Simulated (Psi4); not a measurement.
Process, species as SMILES: P (PH3) + H+ → [PH4+]
B3LYP-D3(BJ)/def2-TZVP geometries, fixed; electronic energies without zero-point terms; positive where energy is released.

Effect of the integral screening threshold at PBE/def2-TZVP with Psi4, against the last row, where the proton affinity is 190.46 kcal/mol.

```csv
setting,largest shift of a total energy (mEh),shift of the proton affinity (kcal/mol)
ints_tolerance: 1e-6,0.000,0.000
ints_tolerance: 1e-8,0.000,0.000
ints_tolerance: 1e-10,0.000,0.000
ints_tolerance: 1e-14,0.000,0.000
```

Within 0.02 kcal/mol in the proton affinity: ints_tolerance: 1e-6; ints_tolerance: 1e-8; ints_tolerance: 1e-10. The largest shift is 0.000 mEh in a total energy and 0.000 kcal/mol in the difference.
